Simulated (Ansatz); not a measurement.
Molecule (SMILES): [SiH4] (SiH4).
Atoms: Si1, H2, H3, H4, H5. Bonds: Si1-H2, Si1-H3, Si1-H4, Si1-H5.

Basis-set convergence of the harmonic zero-point energy at PBE with Ansatz (a first-principles code). Each level at its own minimum, finite differences of forces, unscaled; the reference is a large set that could be run, not a limit. Cartesian d functions, on some or all atoms, in 6-31G*, 6-31+G*, 6-31G**, 6-311+G**; all else is spherical. The program fits the integrals of some runs and decomposes those of others, by size. Core-valence sets carry the plain set on hydrogen. No added dispersion term, no relativity. Reference: the value in aug-pcseg-2, 18.88 kcal/mol, itself unsure by roughly 0.01 kcal/mol (its mean distance from aug-cc-pV(T+d)Z, def2-TZVPPD). Deviations are taken from unrounded values.

```tsv
basis	functions	harmonic zero-point energy (kcal/mol)	minus reference (kcal/mol)
STO-3G	13	22.68	3.80
6-31G*	27	19.01	0.13
6-31+G*	31	19.04	0.16
6-31G**	39	18.97	0.08
cc-pV(D+d)Z	43	18.81	-0.07
6-311+G**	55	18.91	0.03
def2-TZVP	61	18.92	0.03
def2-TZVPD	79	18.90	0.02
cc-pV(T+d)Z	95	18.87	-0.01
def2-TZVPP	98	18.88	0.00
jun-cc-pV(T+d)Z	104	18.86	-0.02
cc-pCVTZ	115	18.84	-0.04
6-311++G(3df,3pd)	119	18.91	0.03
```
